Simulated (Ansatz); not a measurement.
Compare A (`C/C=N/C(C)=O`) with its isomer B (`CC1=NCCO1`).

Program: Ansatz. Geometries: PBE0-D4/def2-TZVP. ΔE: electronic, gas phase. CCSD(T)/CBS is the MP2 limit (def2-TZVPP, def2-QZVPP) plus CCSD(T) − MP2 in def2-TZVPP, frozen cores. DFT in def2-TZVPP.

**Question.** Which is lower in electronic energy at CCSD(T)/CBS, and by how much? (An estimate is asked.)

**Answer.** Ansatz gave: B, by 0.8 kcal/mol.

**Question.** Give E(B) − E(A) in kcal/mol with CCSD(T)/def2-TZVPP, PBE-D4, MP2/def2-TZVPP, PBE0-D4, r2SCAN-D4, LDA (SPW92), ωB97M-V. (Estimate.)

**Answer.** Computed: CCSD(T)/def2-TZVPP -0.7, PBE-D4 0.4, MP2/def2-TZVPP -1.4, PBE0-D4 -2.4, r2SCAN-D4 0.2, LDA (SPW92) -6.0, ωB97M-V -0.5. The order is the other way round with PBE-D4, r2SCAN-D4.

**Question.** Does the order hold for the free energy at 298.15 K (harmonic terms from PBE0-D4)? (Estimate.)

**Answer.** The calculation gave: No: G(B) − G(A) = +2.6 kcal/mol. Modes under 60 cm⁻¹, often nearly free rotors, make the harmonic entropy too high.

Largest T1 diagnostic: 0.015.

From BLYP to BHLYP (50 % exact exchange), in def2-TZVPP and without D4, E(B) − E(A) moves by −5.5 kcal/mol. The D4 term adds −0.9 kcal/mol with B3LYP and −0.4 kcal/mol with PBE0; it sums over pairs of atoms, weighted by their polarisabilities, and B3LYP, whose exchange is more repulsive, gets the larger term.

B3LYP here is the variant with VWN-RPA as its local correlation; programs differ in this.
